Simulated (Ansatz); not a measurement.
# Relaxing Li3Ag2

The calculation used Ansatz, DFT r2SCAN, scalar-relativistic, plane waves, PAW. Cutoff 500 eV, Γ-centred k mesh, Gaussian smearing, no spin polarisation in the final step.

This is the end of a relaxation of cell and atoms.

```
CELL_PARAMETERS angstrom
3.06580 0.00000 0.00000
0.00000 3.06580 0.00000
0.00000 0.00000 17.54158
ATOMIC_POSITIONS crystal
Li 0.50000 0.50000 0.12221
Li 0.50000 0.50000 0.31053
Li 0.50000 0.50000 0.50000
Li 0.50000 0.50000 0.68947
Li 0.50000 0.50000 0.87779
Li 0.00000 0.00000 0.00000
Ag 0.00000 0.00000 0.21609
Ag 0.00000 0.00000 0.40510
Ag 0.00000 0.00000 0.59490
Ag 0.00000 0.00000 0.78391
```

The zero of energy is the elements' standard structures at the same level; no fitted shifts are applied.

(1) What space group does it have?

(2) How far does it lie from the elements in energy?

(3) Is it a metal?

## Answers

(1) P4/mmm (No. 123). Conventional cell: a = 3.066 Å, c = 17.542 Å. Li on Wyckoff site h (2 atoms of the primitive cell) has 4 Ag at 2.72 Å, 8 Li at 3.05–3.07 Å and 1 Li at 3.30 Å; Li on Wyckoff site h (2 atoms of the primitive cell) is coordinated by 8 Ag at 2.73 Å, 4 Li at 3.07 Å and 2 Li at 3.30–3.32 Å; Li on Wyckoff site d (1 atom of the primitive cell) has 8 Ag at 2.73 Å, 4 Li at 3.07 Å and 2 Li at 3.32 Å; Li on Wyckoff site a (1 atom of the primitive cell) has 12 Li at 3.05–3.07 Å.

(2) -0.13 eV/atom.

(3) Yes, bands cross the Fermi level on the 12×12×4 mesh.

The final run used a 12×12×4 mesh on its 10-atom cell and 0.10 eV smearing. For metals, differences of a few meV/atom aren't resolved.

Cost: 2 runs of about 24 core-minutes in all, on Intel Xeon Platinum 8259CL (Skylake/Cascade Lake) (shared hosts).